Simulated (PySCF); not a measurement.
# H₅NSSi: spin-spin couplings and electronic excitations at several levels of theory, part 1 of 2

Aim: compute the spin-spin couplings and electronic excitations of H₅NSSi (`N[SiH2]S`) at several levels, and see how far they spread and what each costs.

Computed with PySCF 2.14.0, with density-fitted response routines of our own, on a single molecule in the gas phase. Atoms count from 0, in the outputs and in this text.

## Step 1: Starting geometry

8 atoms, charge 0, multiplicity 1; geometry from: PBE0-D3(BJ)/def2-SVP.

Bonds of the start (Å): N0–Si1 1.72, Si1–S2 2.15, N0–H3 1.01, N0–H4 1.01, Si1–H5 1.50, Si1–H6 1.49, S2–H7 1.35.

## Step 2: J couplings: B3LYP/def2-TZVP

What the job is given:

```
{"job": {"kind": "j", "xc": "B3LYP", "basis": "def2-TZVP"}, "charge": 0, "multiplicity": 1}
N     -0.988201    -0.646992     0.320317
Si     0.181129     0.604013     0.168609
S      1.442376     0.259792    -1.534343
H     -1.302691    -0.968983     1.227106
H     -1.640818    -0.870721    -0.421083
H     -0.328976     1.982374    -0.111569
H      0.919273     0.618172     1.466115
H      1.774533    -0.997991    -1.167274
```

Method: B3LYP/def2-TZVP indirect spin-spin coupling, non-relativistic, gas phase.

On the command line:

```bash
$ OMP_NUM_THREADS=1 python probes_run.py task.json out
```

One launch serves the whole session: the jobs run in the order shown.

What it wrote:

```text
coarse grid: 7416 points
cycle   1  E = -745.5457120684  dE =  6.507e-02  |g| = 4.863e-01  |ddm| = 2.009e+00
cycle   2  E = -745.4911484520  dE =  5.456e-02  |g| = 7.015e-01  |ddm| = 7.897e-01
cycle   3  E = -745.5962238597  dE = -1.051e-01  |g| = 6.651e-02  |ddm| = 4.800e-01
cycle   4  E = -745.5971796413  dE = -9.558e-04  |g| = 3.111e-02  |ddm| = 8.210e-02
cycle   5  E = -745.5974039229  dE = -2.243e-04  |g| = 3.600e-03  |ddm| = 2.813e-02
cycle   6  E = -745.5974066480  dE = -2.725e-06  |g| = 1.516e-03  |ddm| = 4.311e-03
final grid: 61528 points
cycle   7  E = -745.5894834734  dE = -1.312e-05  |g| = 3.843e-03  |ddm| = 1.280e-02
cycle   8  E = -745.5894799979  dE =  3.475e-06  |g| = 5.535e-03  |ddm| = 5.058e-03
cycle   9  E = -745.5894862378  dE = -6.240e-06  |g| = 4.414e-04  |ddm| = 3.179e-03
cycle  10  E = -745.5894862747  dE = -3.687e-08  |g| = 1.581e-04  |ddm| = 4.081e-04
cycle  11  E = -745.5894862819  dE = -7.240e-09  |g| = 2.745e-05  |ddm| = 1.498e-04
cycle  12  E = -745.5894862821  dE = -1.627e-10  |g| = 8.537e-06  |ddm| = 2.888e-05
converged SCF energy = -745.5894862821

Indirect spin-spin couplings (Hz)
  i      j    bonds     total        FC       PSO       DSO        SD
  0 N    1 Si   1     14.011    16.829    -3.102     0.031     0.253
  0 N    2 S    2     -0.459    -0.532     0.151     0.005    -0.082
  0 N    3 H    1    -78.338   -74.664    -3.117    -0.297    -0.260
  0 N    4 H    1    -77.893   -74.295    -3.054    -0.301    -0.244
  0 N    5 H    2     -2.581    -2.707    -0.036     0.167    -0.004
  0 N    6 H    2    -10.957   -11.074     0.001     0.096     0.020
  0 N    7 H    3     -0.553    -0.524     0.022    -0.034    -0.018
  1 Si   2 S    1     17.461    14.215     4.664    -0.011    -1.406
  1 Si   3 H    2     -5.794    -6.870     0.661     0.392     0.023
  1 Si   4 H    2     -0.833    -1.775     0.569     0.388    -0.015
  1 Si   5 H    1   -191.847  -192.149     0.893    -0.292    -0.299
  1 Si   6 H    1   -195.027  -195.250     0.807    -0.290    -0.294
  1 Si   7 H    2      5.270     4.658     0.552     0.051     0.009
  2 S    3 H    3      0.410     0.478     0.044    -0.139     0.026
  2 S    4 H    3     -0.162    -0.165     0.037    -0.039     0.005
  2 S    5 H    2     14.009    14.241    -0.157    -0.044    -0.031
  2 S    6 H    2      0.966     1.214    -0.120    -0.086    -0.042
  2 S    7 H    1     23.771    18.087     5.416     0.078     0.189
  3 H    4 H    2     -6.325    -7.286     5.624    -5.017     0.354
  3 H    5 H    3     -0.745    -0.074     1.370    -2.035    -0.007
  3 H    6 H    3      0.835     0.765     0.108    -0.076     0.038
  3 H    7 H    4     -0.189    -0.042     0.718    -0.866     0.001
  4 H    5 H    3     -1.209    -0.854     0.804    -1.164     0.004
  4 H    6 H    3     10.027    10.981     2.080    -3.019    -0.016
  5 H    6 H    2     15.498    16.253     0.946    -1.748     0.047
  5 H    7 H    3      7.754     8.888     1.438    -2.578     0.006
  6 H    7 H    3      1.860     1.959     0.172    -0.270    -0.000
```

Wall time 13 s (1 thread of Arm Neoverse V1, shared host); peak memory 0.57 GiB.

This basis has no tight s functions, so the Fermi-contact terms are rough.

A choice of the couplings up to four bonds, sorted by the number of bonds, with means over like pairs; isotopes 1H, 15N, 33S, 29Si:

| pair | bonds | J (Hz) | Fermi contact (Hz) |
| --- | --- | --- | --- |
| Si1–H5 | 1 | -193.4 | -193.7 |
| N0–H3 | 1 | -78.1 | -74.5 |
| S2–H7 | 1 | 23.8 | 18.1 |
| Si1–S2 | 1 | 17.5 | 14.2 |
| N0–Si1 | 1 | 14.0 | 16.8 |
| H5–H6 | 2 | 15.5 | 16.3 |
| S2–H5 | 2 | 7.5 | 7.7 |
| N0–H5 | 2 | -6.8 | -6.9 |
| H3–H4 | 2 | -6.3 | -7.3 |
| Si1–H7 | 2 | 5.3 | 4.7 |
| Si1–H3 | 2 | -3.3 | -4.3 |
| H5–H7 | 3 | 4.8 | 5.4 |
| H3–H5 | 3 | 2.2 | 2.7 |

Quadrupole couplings from the field gradients of the same density:

| atom | isotope | eQq/h (MHz) | η |
| --- | --- | --- | --- |
| S2 | 33S | 32.0 | 0.94 |
| N0 | 14N | -4.377 | 0.32 |

## Step 3: Spin-spin couplings: B3LYP/cc-pVTZ

The job, as its differences from that of step 2:

```diff
@@ -1,2 +1,2 @@
-{"job": {"kind": "j", "xc": "B3LYP", "basis": "def2-TZVP"}, "charge": 0, "multiplicity": 1}
+{"job": {"kind": "j", "xc": "B3LYP", "basis": "cc-pVTZ"}, "charge": 0, "multiplicity": 1}
 N     -0.988201    -0.646992     0.320317
```

Method: B3LYP/cc-pVTZ indirect spin-spin coupling, non-relativistic, gas phase.

What it wrote:

```text
coarse grid: 7416 points
cycle   1  E = -745.5358755061  dE =  7.502e-02  |g| = 4.880e-01  |ddm| = 5.007e+00
cycle   2  E = -745.4821493811  dE =  5.373e-02  |g| = 6.999e-01  |ddm| = 1.647e+00
cycle   3  E = -745.5869493970  dE = -1.048e-01  |g| = 6.602e-02  |ddm| = 9.587e-01
cycle   4  E = -745.5879146858  dE = -9.653e-04  |g| = 2.823e-02  |ddm| = 1.425e-01
cycle   5  E = -745.5881196850  dE = -2.050e-04  |g| = 3.876e-03  |ddm| = 4.557e-02
cycle   6  E = -745.5881237043  dE = -4.019e-06  |g| = 1.354e-03  |ddm| = 8.713e-03
final grid: 61528 points
cycle   7  E = -745.5934494921  dE = -1.723e-05  |g| = 3.814e-03  |ddm| = 3.953e-02
cycle   8  E = -745.5934457870  dE =  3.705e-06  |g| = 5.680e-03  |ddm| = 1.184e-02
cycle   9  E = -745.5934522988  dE = -6.512e-06  |g| = 3.360e-04  |ddm| = 7.343e-03
cycle  10  E = -745.5934523221  dE = -2.330e-08  |g| = 1.379e-04  |ddm| = 6.557e-04
cycle  11  E = -745.5934523279  dE = -5.811e-09  |g| = 2.776e-05  |ddm| = 2.462e-04
cycle  12  E = -745.5934523281  dE = -2.090e-10  |g| = 7.352e-06  |ddm| = 5.396e-05
converged SCF energy = -745.5934523281

Indirect spin-spin couplings (Hz)
  i      j    bonds     total        FC       PSO       DSO        SD
  0 N    1 Si   1     12.466    15.270    -3.068     0.031     0.234
  0 N    2 S    2     -0.326    -0.392     0.139     0.005    -0.078
  0 N    3 H    1    -70.735   -66.831    -3.224    -0.285    -0.396
  0 N    4 H    1    -70.196   -66.371    -3.165    -0.288    -0.371
  0 N    5 H    2     -2.081    -2.255    -0.001     0.167     0.007
  0 N    6 H    2     -9.563    -9.704     0.027     0.096     0.017
  0 N    7 H    3     -0.515    -0.485     0.021    -0.034    -0.018
  1 Si   2 S    1     20.138    17.312     4.159    -0.011    -1.322
  1 Si   3 H    2     -6.523    -7.539     0.588     0.395     0.033
  1 Si   4 H    2     -1.363    -2.302     0.545     0.391     0.003
  1 Si   5 H    1   -179.563  -180.087     0.842    -0.288    -0.029
  1 Si   6 H    1   -182.213  -182.665     0.753    -0.286    -0.015
  1 Si   7 H    2      5.143     4.495     0.602     0.051    -0.005
  2 S    3 H    3      0.389     0.495     0.012    -0.140     0.022
  2 S    4 H    3     -0.216    -0.170    -0.012    -0.039     0.005
  2 S    5 H    2     14.843    15.106    -0.190    -0.044    -0.029
  2 S    6 H    2      0.792     1.110    -0.176    -0.086    -0.056
  2 S    7 H    1     17.687    12.046     5.565     0.075     0.001
  3 H    4 H    2     -5.222    -6.584     6.101    -5.093     0.354
  3 H    5 H    3     -0.806    -0.059     1.306    -2.045    -0.008
  3 H    6 H    3      1.015     0.885     0.172    -0.083     0.041
  4 H    5 H    3     -1.231    -0.853     0.791    -1.173     0.003
  4 H    6 H    3     10.122    11.141     2.032    -3.031    -0.020
  5 H    6 H    2     15.064    16.020     0.723    -1.757     0.078
  5 H    7 H    3      7.385     8.893     1.070    -2.583     0.006
  6 H    7 H    3      1.803     1.910     0.167    -0.274    -0.000
```

It took 18 s on 1 thread of Arm Neoverse V1, shared host; peak memory 0.7 GiB.

This basis has no tight s functions, so the Fermi-contact terms are rough.

In short: J(Si1,H5) -180.9 Hz, J(N0,H3) -70.5 Hz, J(Si1,S2) 20.1 Hz (means over like pairs).

## Step 4: Spin-spin couplings: B3LYP/6-31G*

The job, as its differences from that of step 3:

```diff
@@ -1,2 +1,2 @@
-{"job": {"kind": "j", "xc": "B3LYP", "basis": "cc-pVTZ"}, "charge": 0, "multiplicity": 1}
+{"job": {"kind": "j", "xc": "B3LYP", "basis": "6-31G*"}, "charge": 0, "multiplicity": 1}
 N     -0.988201    -0.646992     0.320317
```

Level: B3LYP/6-31G* indirect spin-spin coupling, non-relativistic, gas phase.

What it wrote:

```text
coarse grid: 7416 points
cycle   1  E = -745.4818777038  dE =  9.768e-02  |g| = 4.621e-01  |ddm| = 2.476e+00
cycle   2  E = -745.4374265470  dE =  4.445e-02  |g| = 6.394e-01  |ddm| = 1.068e+00
cycle   3  E = -745.5329205327  dE = -9.549e-02  |g| = 6.233e-02  |ddm| = 6.428e-01
cycle   4  E = -745.5339739623  dE = -1.053e-03  |g| = 1.912e-02  |ddm| = 1.062e-01
cycle   5  E = -745.5340952977  dE = -1.213e-04  |g| = 3.188e-03  |ddm| = 3.239e-02
cycle   6  E = -745.5340987297  dE = -3.432e-06  |g| = 8.243e-04  |ddm| = 5.771e-03
final grid: 61528 points
cycle   7  E = -745.4828088230  dE = -4.459e-06  |g| = 3.325e-03  |ddm| = 7.561e-03
cycle   8  E = -745.4828053741  dE =  3.449e-06  |g| = 5.186e-03  |ddm| = 7.056e-03
cycle   9  E = -745.4828113101  dE = -5.936e-06  |g| = 1.043e-04  |ddm| = 4.262e-03
cycle  10  E = -745.4828113137  dE = -3.644e-09  |g| = 3.926e-05  |ddm| = 2.237e-04
cycle  11  E = -745.4828113142  dE = -4.788e-10  |g| = 1.156e-05  |ddm| = 6.708e-05
converged SCF energy = -745.4828113142

Indirect spin-spin couplings (Hz)
  i      j    bonds     total        FC       PSO       DSO        SD
  0 N    1 Si   1     19.151    21.468    -2.543     0.031     0.194
  0 N    2 S    2     -0.395    -0.440     0.107     0.005    -0.068
  0 N    3 H    1    -78.823   -75.532    -2.621    -0.331    -0.340
  0 N    4 H    1    -78.405   -75.183    -2.565    -0.334    -0.323
  0 N    5 H    2     -2.695    -2.862     0.010     0.164    -0.007
  0 N    6 H    2     -8.874    -9.033     0.048     0.093     0.017
  0 N    7 H    3     -0.406    -0.364     0.015    -0.033    -0.023
  1 Si   2 S    1     12.515     9.680     4.100    -0.011    -1.253
  1 Si   3 H    2     -5.258    -6.445     0.805     0.386    -0.005
  1 Si   4 H    2     -1.041    -2.143     0.756     0.381    -0.036
  1 Si   5 H    1   -201.954  -202.044     0.834    -0.315    -0.429
  1 Si   6 H    1   -205.179  -205.335     0.888    -0.313    -0.419
  1 Si   7 H    2      4.791     4.216     0.500     0.043     0.031
  2 S    3 H    3      0.325     0.402     0.030    -0.138     0.032
  2 S    4 H    3     -0.147    -0.161     0.053    -0.038    -0.001
  2 S    5 H    2     13.334    13.529    -0.126    -0.042    -0.026
  2 S    6 H    2      0.824     1.024    -0.097    -0.084    -0.020
  2 S    7 H    1     25.866    21.171     4.270     0.094     0.330
  3 H    4 H    2     -6.525    -6.041     4.080    -4.897     0.333
  3 H    5 H    3     -1.548    -0.302     0.771    -2.009    -0.008
  3 H    6 H    3      0.833     0.890    -0.055    -0.049     0.047
  3 H    7 H    4     -0.373    -0.054     0.535    -0.854    -0.001
  4 H    5 H    3     -1.736    -1.000     0.400    -1.140     0.005
  4 H    6 H    3     10.184    11.855     1.334    -2.988    -0.017
  5 H    6 H    2     15.010    16.452     0.215    -1.685     0.028
  5 H    7 H    3      7.543     9.556     0.532    -2.542    -0.003
  6 H    7 H    3      1.681     1.940    -0.028    -0.242     0.012
```

Wall time 4.7 s (1 thread of Arm Neoverse V1, shared host); peak memory 0.46 GiB.

This basis has no tight s functions, so the Fermi-contact terms are rough.

Key values: J(Si1,H5) -203.6 Hz, J(N0,H3) -78.6 Hz, J(S2,H7) 25.9 Hz (means over like pairs).

## Step 5: TDDFT and polarisability: HF/def2-SVPD

The job, as its differences from that of step 4:

```diff
@@ -1,2 +1,2 @@
-{"job": {"kind": "j", "xc": "B3LYP", "basis": "6-31G*"}, "charge": 0, "multiplicity": 1}
+{"job": {"kind": "uv", "xc": "HF", "basis": "def2-SVPD", "ip": true}, "charge": 0, "multiplicity": 1}
 N     -0.988201    -0.646992     0.320317
```

With the program's defaults for keys left out, this is: TDDFT HF/def2-SVPD, vertical, gas phase, core orbitals frozen in the response.

What it wrote:

```text
final grid: 61528 points
cycle   1  E = -743.5933793646  dE = -1.749e-03  |g| = 3.203e-01  |ddm| = 2.918e+00
cycle   2  E = -743.6302628557  dE = -3.688e-02  |g| = 1.008e-01  |ddm| = 7.407e-01
cycle   3  E = -743.6339172778  dE = -3.654e-03  |g| = 3.648e-02  |ddm| = 2.150e-01
cycle   4  E = -743.6344737741  dE = -5.565e-04  |g| = 9.111e-03  |ddm| = 9.490e-02
cycle   5  E = -743.6345110773  dE = -3.730e-05  |g| = 2.908e-03  |ddm| = 1.859e-02
cycle   6  E = -743.6345165927  dE = -5.515e-06  |g| = 8.102e-04  |ddm| = 7.743e-03
cycle   7  E = -743.6345171640  dE = -5.713e-07  |g| = 1.776e-04  |ddm| = 2.472e-03
cycle   8  E = -743.6345171918  dE = -2.781e-08  |g| = 3.496e-05  |ddm| = 6.751e-04
cycle   9  E = -743.6345171928  dE = -9.828e-10  |g| = 1.130e-05  |ddm| = 1.162e-04
converged SCF energy = -743.6345171928

Static polarisability (au): isotropic 54.084, principal 48.976 51.751 61.526

Singlet excitations
state   eV       nm        f      main configurations
  1   6.6536    186.3   0.00519   H->L+4 0.23, H->L+7 0.18, H->L 0.17
  2   7.4292    166.9   0.06583   H->L+1 0.43, H->L 0.23
  3   7.6171    162.8   0.03454   H-1->L 0.45, H->L+1 0.14, H-1->L+1 0.09
  4   8.3565    148.4   0.01786   H->L 0.22, H->L+1 0.13, H->L+5 0.11
  5   8.5715    144.6   0.02873   H->L+2 0.62
  6   8.5918    144.3   0.05541   H-1->L+4 0.17, H-1->L 0.13, H-1->L+1 0.12
  7   8.8691    139.8   0.03881   H->L+3 0.40, H->L+4 0.17, H->L+2 0.11
  8   8.9069    139.2   0.07425   H->L+5 0.23, H-1->L+5 0.10, H->L+3 0.10
  9   9.0702    136.7   0.07819   H->L 0.13, H->L+5 0.13, H-1->L+1 0.09
 10   9.1706    135.2   0.03794   H->L+4 0.08

Triplet excitations (Tamm-Dancoff, eV): 6.0351 6.9091 7.0188 7.3191
Vertical ionisation energy (delta-SCF) = 8.7507 eV
```

Run time: 3.7 s. Hardware: 1 thread of Arm Neoverse V1, shared host; peak memory 0.46 GiB.

The orbitals next to the gap, with their largest atomic shares:

| orbital | eV | atoms |
| --- | --- | --- |
| HOMO−3 | -13.40 | Si1 29 %, N0 21 %, H5 18 % |
| HOMO−2 | -12.46 | S2 47 %, Si1 20 %, H6 11 % |
| HOMO−1 | -11.07 | N0 45 %, S2 23 %, Si1 14 % |
| HOMO | -10.18 | S2 76 %, Si1 10 %, H7 6 % |
| LUMO | 2.32 | Si1 37 %, S2 26 %, H3 10 % |
| LUMO+1 | 2.60 | S2 60 %, Si1 13 %, H6 6 % |
| LUMO+2 | 2.99 | S2 72 %, Si1 10 %, H5 7 % |

With each of the 10 states as a Gaussian band of 0.4 eV half-width at 1/e, the curve within the window shown has maxima at 166 nm (ε 3,900), 139 nm (ε 10,000) L/(mol cm). Beyond the last state computed it falls off for lack of states. The curve at chosen wavelengths:

```json
{"nm": "131", "ε (L/mol/cm)": "2640"}
{"nm": "134", "ε (L/mol/cm)": "6204"}
{"nm": "137", "ε (L/mol/cm)": "9347"}
{"nm": "140", "ε (L/mol/cm)": "10054"}
{"nm": "143", "ε (L/mol/cm)": "8540"}
{"nm": "146", "ε (L/mol/cm)": "6107"}
{"nm": "149", "ε (L/mol/cm)": "3767"}
{"nm": "151", "ε (L/mol/cm)": "2595"}
{"nm": "154", "ε (L/mol/cm)": "1716"}
{"nm": "157", "ε (L/mol/cm)": "1899"}
{"nm": "160", "ε (L/mol/cm)": "2750"}
{"nm": "163", "ε (L/mol/cm)": "3601"}
{"nm": "166", "ε (L/mol/cm)": "3872"}
{"nm": "169", "ε (L/mol/cm)": "3414"}
{"nm": "172", "ε (L/mol/cm)": "2516"}
{"nm": "175", "ε (L/mol/cm)": "1597"}
{"nm": "178", "ε (L/mol/cm)": "922"}
{"nm": "181", "ε (L/mol/cm)": "535"}
{"nm": "184", "ε (L/mol/cm)": "350"}
{"nm": "186", "ε (L/mol/cm)": "287"}
{"nm": "189", "ε (L/mol/cm)": "225"}
{"nm": "192", "ε (L/mol/cm)": "174"}
{"nm": "195", "ε (L/mol/cm)": "125"}
{"nm": "198", "ε (L/mol/cm)": "82"}
{"nm": "201", "ε (L/mol/cm)": "49"}
{"nm": "204", "ε (L/mol/cm)": "27"}
```

Ground-state properties from the same run:

| property | computed |
| --- | --- |
| dipole moment (D) | 2.35 |
| polarisability (Å³) | 8.01 |
| HOMO–LUMO gap (eV) | 12.50 |
| −ε(HOMO) (eV) | 10.18 |

## Step 6: Excited states and response: LDA/def2-SVPD

The job, as its differences from that of step 5:

```diff
@@ -1,2 +1,2 @@
-{"job": {"kind": "uv", "xc": "HF", "basis": "def2-SVPD", "ip": true}, "charge": 0, "multiplicity": 1}
+{"job": {"kind": "uv", "xc": "LDA", "basis": "def2-SVPD", "ip": true}, "charge": 0, "multiplicity": 1}
 N     -0.988201    -0.646992     0.320317
```

Method: TDDFT LDA/def2-SVPD, vertical, gas phase, core orbitals frozen in the response.

What it wrote:

```text
coarse grid: 7416 points
cycle   1  E = -742.0977351369  dE =  8.064e-02  |g| = 5.000e-01  |ddm| = 3.226e+00
cycle   2  E = -741.9310103416  dE =  1.667e-01  |g| = 9.730e-01  |ddm| = 1.585e+00
cycle   3  E = -742.1541903687  dE = -2.232e-01  |g| = 1.070e-01  |ddm| = 1.061e+00
cycle   4  E = -742.1572963930  dE = -3.106e-03  |g| = 4.185e-02  |ddm| = 2.096e-01
cycle   5  E = -742.1578171143  dE = -5.207e-04  |g| = 8.888e-03  |ddm| = 7.541e-02
cycle   6  E = -742.1578455898  dE = -2.848e-05  |g| = 2.668e-03  |ddm| = 1.847e-02
cycle   7  E = -742.1578479891  dE = -2.399e-06  |g| = 5.694e-04  |ddm| = 5.153e-03
final grid: 61528 points
cycle   8  E = -742.2413582475  dE = -1.266e-05  |g| = 2.255e-03  |ddm| = 4.597e-02
cycle   9  E = -742.2413554070  dE =  2.840e-06  |g| = 4.178e-03  |ddm| = 6.280e-03
cycle  10  E = -742.2413593437  dE = -3.937e-06  |g| = 4.364e-04  |ddm| = 4.221e-03
cycle  11  E = -742.2413593925  dE = -4.880e-08  |g| = 1.507e-04  |ddm| = 8.401e-04
cycle  12  E = -742.2413594007  dE = -8.222e-09  |g| = 1.700e-05  |ddm| = 2.673e-04
cycle  13  E = -742.2413594008  dE = -1.113e-10  |g| = 4.448e-06  |ddm| = 3.453e-05
converged SCF energy = -742.2413594008

Static polarisability (au): isotropic 62.161, principal 54.750 59.253 72.479

Singlet excitations
state   eV       nm        f      main configurations
  1   5.6089    221.0   0.03751   H->L 0.96
  2   5.7692    214.9   0.01055   H->L+1 0.97
  3   5.9616    208.0   0.02062   H-1->L 0.83, H->L+2 0.12
  4   6.0035    206.5   0.01765   H->L+2 0.81, H-1->L 0.14
  5   6.1963    200.1   0.02628   H-1->L+1 0.84, H-1->L+2 0.09
  6   6.3518    195.2   0.03961   H-1->L+2 0.89
  7   6.8415    181.2   0.01228   H->L+3 0.97
  8   6.9696    177.9   0.02325   H->L+4 0.84, H->L+5 0.09
  9   7.0667    175.4   0.03709   H->L+5 0.89
 10   7.2114    171.9   0.04569   H-1->L+3 0.85, H-1->L+4 0.09

Triplet excitations (Tamm-Dancoff, eV): 5.3928 5.4760 5.6942 5.7749
Vertical ionisation energy (delta-SCF) = 9.2004 eV
```

Wall time 15 s (1 thread of Arm Neoverse V1, shared host); peak memory 0.46 GiB.

Key values: HOMO -6.17 eV, LUMO -0.67 eV; lowest singlet 5.61 eV.

## Step 7: Ultraviolet spectrum: PBE/def2-SVPD

The job, as its differences from that of step 6:

```diff
@@ -1,2 +1,2 @@
-{"job": {"kind": "uv", "xc": "LDA", "basis": "def2-SVPD", "ip": true}, "charge": 0, "multiplicity": 1}
+{"job": {"kind": "uv", "xc": "PBE", "basis": "def2-SVPD", "ip": true}, "charge": 0, "multiplicity": 1}
 N     -0.988201    -0.646992     0.320317
```

Method: TDDFT PBE/def2-SVPD, vertical, gas phase, core orbitals frozen in the response.

What it wrote:

```text
coarse grid: 7416 points
cycle   1  E = -744.6971178105  dE =  7.833e-02  |g| = 4.980e-01  |ddm| = 3.265e+00
cycle   2  E = -744.5399316557  dE =  1.572e-01  |g| = 9.465e-01  |ddm| = 1.499e+00
cycle   3  E = -744.7527691948  dE = -2.128e-01  |g| = 1.028e-01  |ddm| = 1.006e+00
cycle   4  E = -744.7557201446  dE = -2.951e-03  |g| = 3.833e-02  |ddm| = 1.991e-01
cycle   5  E = -744.7561711870  dE = -4.510e-04  |g| = 8.331e-03  |ddm| = 7.200e-02
cycle   6  E = -744.7561970240  dE = -2.584e-05  |g| = 2.362e-03  |ddm| = 1.707e-02
cycle   7  E = -744.7561989219  dE = -1.898e-06  |g| = 4.923e-04  |ddm| = 4.513e-03
final grid: 61528 points
cycle   8  E = -744.8524088984  dE = -5.655e-06  |g| = 9.722e-03  |ddm| = 5.738e-02
cycle   9  E = -744.8523403120  dE =  6.859e-05  |g| = 1.923e-02  |ddm| = 3.009e-02
cycle  10  E = -744.8524312759  dE = -9.096e-05  |g| = 1.180e-03  |ddm| = 2.021e-02
cycle  11  E = -744.8524316298  dE = -3.539e-07  |g| = 2.704e-04  |ddm| = 1.916e-03
cycle  12  E = -744.8524316589  dE = -2.906e-08  |g| = 5.014e-05  |ddm| = 5.012e-04
cycle  13  E = -744.8524316597  dE = -8.572e-10  |g| = 1.002e-05  |ddm| = 9.767e-05
converged SCF energy = -744.8524316597

Static polarisability (au): isotropic 61.154, principal 53.796 58.275 71.390

Singlet excitations
state   eV       nm        f      main configurations
  1   5.6353    220.0   0.03746   H->L 0.96
  2   5.8044    213.6   0.00748   H->L+1 0.96
  3   5.9746    207.5   0.01655   H-1->L 0.96
  4   6.0332    205.5   0.02772   H->L+2 0.91
  5   6.1826    200.5   0.01959   H-1->L+1 0.85
  6   6.3627    194.9   0.04299   H-1->L+2 0.91
  7   6.8464    181.1   0.01364   H->L+3 0.97
  8   6.9649    178.0   0.02409   H->L+4 0.86
  9   7.0645    175.5   0.03193   H->L+5 0.92
 10   7.1932    172.4   0.03564   H-1->L+3 0.87

Triplet excitations (Tamm-Dancoff, eV): 5.3833 5.4681 5.6741 5.7570
Vertical ionisation energy (delta-SCF) = 9.0753 eV
```

Wall time 21 s (1 thread of Arm Neoverse V1, shared host); peak memory 0.46 GiB.

Key values: HOMO -6.09 eV, LUMO -0.55 eV; lowest singlet 5.64 eV.

(Continued in part 2 of 2.)
